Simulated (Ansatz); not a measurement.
ethane (SMILES CC) moved off its minimum; all values from Ansatz (a quantum-chemistry and plane-wave program), cores frozen in correlated methods.
(charge 0, multiplicity 1)
```xyz
8

C     -0.75905     0.07683     0.02980
C      0.76471    -0.12278     0.01138
H     -1.24853    -0.53314    -0.73144
H     -0.96604     1.13179    -0.21687
H     -1.16762    -0.06082     0.99721
H      0.97136    -1.20914     0.28650
H      1.23265     0.52812     0.72701
H      1.20239     0.09394    -0.98334
```

Q: Give the forces (eV/Å), the total energy and the dipole at CCSD(T)/cc-pVTZ.

A: 
| atom | Fx | Fy | Fz |
|---|---|---|---|
| C1 | 0.764 | 1.256 | -1.361 |
| C2 | -0.294 | -1.675 | -0.293 |
| H3 | -0.107 | -0.104 | 0.253 |
| H4 | -0.089 | -0.263 | -0.078 |
| H5 | -0.470 | -0.551 | 0.948 |
| H6 | 0.117 | 1.353 | -0.361 |
| H7 | 0.345 | 0.204 | 0.422 |
| H8 | -0.267 | -0.220 | 0.471 |
Energy -79.6706 hartree, dipole 0.07 D.
